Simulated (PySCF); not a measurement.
## What each rung costs, and what it gives

Saddle point of BNH₃F, singlet (BNH₃F ([NH2][BH][F]) → BNH₂ ([BH][NH]) + HF; bonds formed: F2–H4; bonds broken: B1–F2, N3–H4), PBE0-D4/def2-TZVP structure:

```csv
atom,x (Å),y (Å),z (Å)
B1,-0.3263,0.1573,-0.5147
F2,0.4498,1.3551,0.6201
N3,0.0916,-0.8464,0.1901
H4,0.6049,0.3796,0.9160
H5,-0.8447,0.7982,-1.3549
H6,0.0247,-1.8437,0.1434
```

Barriers are electronic and count from the start structure reached by relaxing down the imaginary mode.

Computed with PySCF 2.14 with density fitting (its default auxiliary sets; JK sets also for MP2 and CCSD(T)) (basis: as named in each row); correlated methods freeze the cores. B3LYP uses VWN-RPA correlation. Extrapolation: Hartree–Fock as exp(−7.88 √X), correlation as X^−2.97.

Times are rough, for one single point on 4 threads of a shared host (Arm Neoverse V1).

The estimate by CCSD(T) at an estimated basis limit (MP2 extrapolated from triple and quadruple zeta, plus CCSD(T) − MP2 in triple zeta) is 3.242 eV.

| method | basis | time (s) | barrier (eV) | method less estimate |
| --- | --- | --- | --- | --- |
| HF | STO-3G | under 1 | 4.700 | 1.459 |
| B3LYP-D4 | 6-31G | 2 | 3.284 | 0.042 |
| MP2 | def2-QZVPP | 2 | 3.208 | -0.033 |
| PBE0-D4 | def2-SVP | 2 | 3.261 | 0.020 |
| PBE-D4 | def2-SVP | 2 | 3.033 | -0.209 |
| SPW92 | def2-TZVPP | 4 | 2.955 | -0.287 |
| CCSD(T) | def2-SVP | 4 | 3.322 | 0.080 |
| BHLYP-D4 | def2-TZVPP | 4 | 3.493 | 0.251 |
| PBE0-D4 | def2-TZVPP | 4 | 3.247 | 0.005 |
| B3LYP-D4 | def2-TZVPP | 4 | 3.224 | -0.017 |
| PBE-D4 | def2-TZVPP | 5 | 3.006 | -0.236 |
| r2SCAN-D4 | def2-TZVPP | 10 | 3.197 | -0.045 |
| CCSD(T) | def2-TZVPP | 58 | 3.269 | 0.027 |
| wB97M-V | def2-TZVPP | 70 | 3.213 | -0.029 |

All methods are single points on the PBE0-D4 structures.

T1 diagnostic: at most 0.016.

Labels in which every atom is bracketed show which atoms are joined, not bond orders.
